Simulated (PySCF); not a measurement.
# PH⁺ at UHF

Computed with UHF; P def2-TZVPPD, H def2-TZVPPD; no relativity (PySCF 2.14).

```
state                                                                                                             : ²Π (doublet), unpaired electrons π ↑
bond length                                                                                                       : 1.412 Å
harmonic wavenumber                                                                                               : 2528 cm⁻¹
force constant                                                                                                    : 3.68 mdyn/Å
rotational constant Be                                                                                            : 8.662 cm⁻¹
anharmonicity ωexe                                                                                                : 34.3 cm⁻¹
vibration–rotation constant αe                                                                                    : 0.207 cm⁻¹
well depth De to P⁺ + H                                                                                           : 57.9 kcal/mol
dissociation energy D0                                                                                            : 54.3 kcal/mol
bond order (Mayer)                                                                                                : 0.83
dipole moment (positive dipole points towards H; it is taken about the centre of mass and depends on that origin) : 0.93 D
```

For an ion De counts to the pair picked by the measured ionisation energies or electron affinities, which need not be the lowest pair at this level. Hartree–Fock leaves out correlation, which carries a large part of most bond energies and some tenths to 1 eV of ionisation energies. The state was picked by a PBE0 search and need not be the measured ground state.
